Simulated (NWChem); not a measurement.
System: diphosphorus (P2); SMILES P#P

Output (shortened):

```
             Northwest Computational Chemistry Package (NWChem) 7.3.0
             --------------------------------------------------------

 ORDER OF PRIMARY AXIS IS BEING SET TO 4
 D4H symmetry detected

                             Geometry "geometry" -> ""
                             -------------------------

 Output coordinates in angstroms (scale by  1.889725989 to convert to a.u.)

  No.       Tag          Charge          X              Y              Z
 ---- ---------------- ---------- -------------- -------------- --------------
    1 P                   15.0000     0.00000000     0.00000000     0.94554400
    2 P                   15.0000     0.00000000     0.00000000    -0.94554400

 Effective nuclear repulsion energy (a.u.)      62.9610473045

      Symmetry information
      --------------------

 Group name             D4h
 Group number             28
 Group order              16
 No. of unique centers     1

                                Z-matrix (autoz)
                                --------

 Units are Angstrom for bonds and degrees for angles

      Type          Name      I     J     K     L     M      Value
      ----------- --------  ----- ----- ----- ----- ----- ----------
    1 Stretch                  1     2                       1.89109

  xc_inp: hfexch multiplicative factor not found.

                           NWChem Geometry Optimization
                           ----------------------------

 maximum gradient threshold         (gmax) =   0.000450
 rms gradient threshold             (grms) =   0.000300
 maximum cartesian step threshold   (xmax) =   0.001800
 rms cartesian step threshold       (xrms) =   0.001200
 fixed trust radius                (trust) =   0.300000
 source of zmatrix                         =   autoz

          -------------------
          Energy Minimization
          -------------------

 Using diagonal initial Hessian
 Scaling for Hessian diagonals: bonds = 1.00  angles = 0.25  torsions = 0.10

          --------
          Step   0

                                 NWChem DFT Module
                                 -----------------

 Summary of "ao basis" -> "ao basis" (spherical)
 ------------------------------------------------------------------------------
       Tag                 Description            Shells   Functions and Types
 ---------------- ------------------------------  ------  ---------------------
 P                           sto-3g                  5        9   3s2p

[...]

      ----------------------
      Optimization converged
      ----------------------

  Step       Energy      Delta E   Gmax     Grms     Xrms     Xmax
  ---- ---------------- -------- -------- -------- -------- --------
@    3    -673.76395095 -6.8D-10  0.00000  0.00000  0.00001  0.00002
                                     ok       ok       ok       ok

                                Z-matrix (autoz)
                                --------

 Units are Angstrom for bonds and degrees for angles

      Type          Name      I     J     K     L     M      Value     Gradient
      ----------- --------  ----- ----- ----- ----- ----- ---------- ----------
    1 Stretch                  1     2                       1.80773   -0.00000

                         Geometry "geometry" -> "geometry"
                         ---------------------------------

 Output coordinates in angstroms (scale by  1.889725989 to convert to a.u.)

  No.       Tag          Charge          X              Y              Z
 ---- ---------------- ---------- -------------- -------------- --------------
    1 P                   15.0000     0.00000000     0.00000000     0.90386659
    2 P                   15.0000     0.00000000     0.00000000    -0.90386659

 Effective nuclear repulsion energy (a.u.)      65.8641897915

      Symmetry information
      --------------------

 Group name             D4h
 Group number             28
 Group order              16
 No. of unique centers     1

                Final and change from initial internal coordinates
                --------------------------------------------------

                                Z-matrix (autoz)
                                --------

 Units are Angstrom for bonds and degrees for angles

[...]

 Rotational Constants
 --------------------
 A=   0.000000 cm-1  (  0.000000 K)
 B=   0.333095 cm-1  (  0.479238 K)
 C=   0.333095 cm-1  (  0.479238 K)

 Temperature                      =   298.15K
 frequency scaling parameter      =   1.0000

 Linear Molecule

 Zero-Point correction to Energy  =    1.548 kcal/mol  (  0.002467 au)
 Thermal correction to Energy     =    3.045 kcal/mol  (  0.004853 au)
 Thermal correction to Enthalpy   =    3.637 kcal/mol  (  0.005797 au)

 Total Entropy                    =   51.728 cal/mol-K
   - Translational                =   38.273 cal/mol-K (mol. weight =  61.9475)
   - Rotational                   =   13.388 cal/mol-K (symmetry #  =        2)
   - Vibrational                  =    0.067 cal/mol-K

 Cv (constant volume heat capacity) =    5.260 cal/mol-K
   - Translational                  =    2.979 cal/mol-K
   - Rotational                     =    1.986 cal/mol-K
   - Vibrational                    =    0.294 cal/mol-K

[normal modes left out]

 ----------------------------------------------------------------------------
 Normal Eigenvalue ||           Projected Infra Red Intensities
  Mode   [cm**-1]  || [atomic units] [(debye/angs)**2] [(KM/mol)] [arbitrary]
 ------ ---------- || -------------- ----------------- ---------- -----------
    1        0.000 ||    0.000000           0.000         0.000       6.072
    2        0.000 ||    0.000000           0.000         0.000       5.976
    3        0.000 ||    0.000000           0.000         0.000       2.539
    4        0.000 ||    0.000000           0.000         0.000       2.555
    5        0.000 ||    0.000000           0.000         0.000      13.634
    6     1083.362 ||    0.000000           0.000         0.000      29.225
 ----------------------------------------------------------------------------
```

Level: Hartree-Fock/STO-3G. 

Question: Which NWChem input produces such a log?

Answer: Several could match; the one computed here: the input that was run:
```
start job
memory heap 200 mb stack 900 mb global 1100 mb
geometry units angstroms
  P      0.000000     0.000000     0.945544
  P      0.000000     0.000000    -0.945544
end
basis spherical
  * library sto-3g
end
dft
  xc hfexch
  iterations 150
end
driver
  maxiter 120
end
task dft optimize
task dft freq
```
